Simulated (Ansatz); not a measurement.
**BSi2H (triplet): the correlation ladder, cc-pVDZ**

The task here is to estimate one member of a computed series from the others.

The runs use Ansatz 0.2.0, Gaussian basis; cc-pVDZ, core rule «outside noble gas», up to 11 orbitals frozen.

The runs, in order: UHF; CCSD(T) on ROHF; CCSD(T) on UHF; BCCD(T) on ROHF; CISD; CCSDT(Q) on ROHF; CCSDT(Q) on UHF; CASSCF and MRCISD+Q, 10 electrons in 10 orbitals; CASSCF and NEVPT2, 10 electrons in 10 orbitals.

15 further runs of the same task are left out: 6 that didn't finish, 9 set aside as unsound or not needed.

### The geometry

The geometry is a PBE0/def2-TZVP stationary point (not a proven minimum) of the parent state, kept for this charge and spin.

4 atoms, charge 0, spin multiplicity 3.

Atoms are counted from 1 here; the program's logs count them from 0.

Bond lengths: Si1–B2 1.836 Å, B2–Si3 1.752 Å, Si3–H4 1.478 Å. Angles: Si1–B2–Si3 180.0°, B2–Si3–H4 180.0°.

Set-up of the first run:

Input file in.yaml:

```yaml
crystal:
  periodic: [false, false, false]
  atoms:
    - {symbol: Si, position_ang: [0.000000, 0.000000, -2.622600]}
    - {symbol: B, position_ang: [0.000000, 0.000000, -0.786100]}
    - {symbol: Si, position_ang: [0.000000, 0.000000, 0.965500]}
    - {symbol: H, position_ang: [0.000000, 0.000000, 2.443200]}
basis:
  gaussian: {orbitals: cc-pVDZ}
magnetization: {spin_polarized: true, initial_magnetization: 2}
hamiltonian: {xc: hf}
output: {orbitals: {seedname: orbitals}}
```

Launch:

```sh
> ansatz run in.yaml --threads 1 --pin off --events-out ev --progress --plain --max-ram 2393MiB
```

Among the steps run: UHF; CCSD(T) on ROHF; CCSD(T) on UHF; BCCD(T) on ROHF; CISD; CCSDT(Q) on ROHF; CCSDT(Q) on UHF; CASSCF and MRCISD+Q, 10 electrons in 10 orbitals; CASSCF and NEVPT2, 10 electrons in 10 orbitals.

One of the session's tables, all rows but one given; the rest of the session is left out.

| method | from RCCSDT(Q) (kcal/mol) |
| --- | --- |
| ROHF | +180.93 |
| RMP2 | +41.09 |
| UMP2 | +46.29 |
| CISD | ? |
| RCCSD | +14.79 |
| UCCSD | +15.07 |
| RCCSD(T) | +5.75 |
| UCCSD(T) | +6.20 |
| BCCD(T) | +5.73 |
| RCCSDT | +2.37 |
| UCCSDT | +2.49 |
| RCCSDT(Q) | 0 |
| UCCSDT(Q) | -0.01 |
| CASSCF frontier | +127.91 |
| NEVPT2 frontier | +30.80 |
| MRCISD frontier | +14.42 |
| MRCISD+Q frontier | +1.29 |

**Question.** Estimate the row for CISD.

**Answer.** from RCCSDT(Q) (kcal/mol): +33.87. In the column «from RCCSDT(Q) (kcal/mol)» it lies between NEVPT2 frontier (+30.80) and RMP2 (+41.09).

Left out of the table: UHF (another determinant or state than the rows shown).

Caveats from the session: The report flags that the cluster equations may have other roots. The program flags RCCSDT(Q), UCCSDT(Q) as in doubt, so the zero of the table is itself unsure. Warnings: spin contamination; coupled cluster took another determinant than the lowest. Restricted and unrestricted rows rest on different reference determinants; where their highest levels disagree by more than a few hundredths of an eV, they describe different states and don't form one ladder.
